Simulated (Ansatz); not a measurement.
A ladder of methods for AlCl2 (SMILES [Cl][Al][Cl])

The species is AlCl2 (3 atoms), meant as a doublet with charge 0. SMILES: `[Cl][Al][Cl]`. The shape is that of a PBE0-D4/def2-TZVP optimisation.

```xyz
3

Cl    1.3748    0.8683    0.8387
Al   -0.4321    0.5207   -0.1772
Cl   -0.9536   -1.4538   -0.6747
```

Each level gives the energy change with the Cl1–Al2 bond stretched from 2.102 to 3.153 Å (eV). The values are calculated.

```tsv
level	kind	program	value (eV)	less FCI/STO-3G	CPU time (all runs)
USVWN5/STO-3G	LDA	Ansatz	2.60	-0.01	2.8 s
UBLYP/STO-3G	GGA	Ansatz	2.14	-0.47	4.1 s
U-r2SCAN0/STO-3G	hybrid meta-GGA	Ansatz	2.76	+0.15	12 s
UBHLYP/STO-3G	global hybrid	Ansatz	2.63	+0.02	4.1 s
U-wB97M-V/STO-3G	range-separated hybrid	Ansatz	2.65	+0.04	59 s
UHSE06/STO-3G	range-separated hybrid	Ansatz	2.59	-0.02	5.2 s
UB2PLYP/STO-3G	double hybrid	Ansatz	2.59	-0.02	5.3 s
RPA@PBE/STO-3G	RPA	Ansatz	1.88	-0.73	4.7 s
UMP2/STO-3G	perturbation theory	Ansatz	2.79	+0.18	1.4 s
FCI/STO-3G	exact in the basis	Ansatz	2.61	0.00	2.1 s
```

FCI/STO-3G is exact within its basis and frozen core, so for wave-function methods in that basis the difference is their error; functionals converge differently with the basis, so for them it is only a difference. The first shape isn't each level's own minimum. The values span 1.88 to 2.79 eV. All rows use very small basis sets, so even the best lies far from the true value. Times are those of the runs behind each value, whatever else they computed, on shared processors of several kinds: orders of magnitude only.
